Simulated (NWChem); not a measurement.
**Basis-set convergence for HLi**

```xyz
2

Li     0.0000     0.0000     0.3973
H      0.0000     0.0000    -1.1918
```
Charge 0, spin multiplicity 1.

All runs are NWChem calculations. All single points use one geometry, from B3LYP/def2-SVP, a minimum by its harmonic frequencies.

Quantity: vertical ionisation energy at the level ΔPBE (Δ: difference of total energies, the cation a doublet at the parent's geometry with its hole in an orbital of symmetry a1 (C2v labels); it is the state that the SCF runs reached, from PBE0 orbitals for Hartree-Fock references, and need not be the lowest).

The Pople sets run with spherical d functions. The structure started from a generated list of species. No SCF solution was tested for a lower state.

| basis | functions | vertical ionisation energy (eV) |
|---|---|---|
| STO-3G | 6 | 7.88 |
| 3-21G | 11 | 8.09 |
| pcseg-1 | 14 | 8.08 |
| def2-TZVP | 20 | 8.07 |
| 6-311G** | 24 | 8.06 |
| pcseg-2 | 29 | 8.06 |
| aug-cc-pVDZ | 32 | 8.06 |
| def2-TZVPP | 33 | 8.05 |
| def2-QZVP | 65 | 8.06 |
| cc-pVQZ | 85 | 8.06 |

Smallest basis within 0.05 eV of cc-pVQZ, the largest set run: 3-21G, with 11 functions against 85 (also within reach: pcseg-1, def2-TZVP, 6-311G**, pcseg-2, aug-cc-pVDZ, def2-TZVPP, def2-QZVP). cc-pVQZ isn't the basis-set limit itself, and a small set can land close by cancellation.
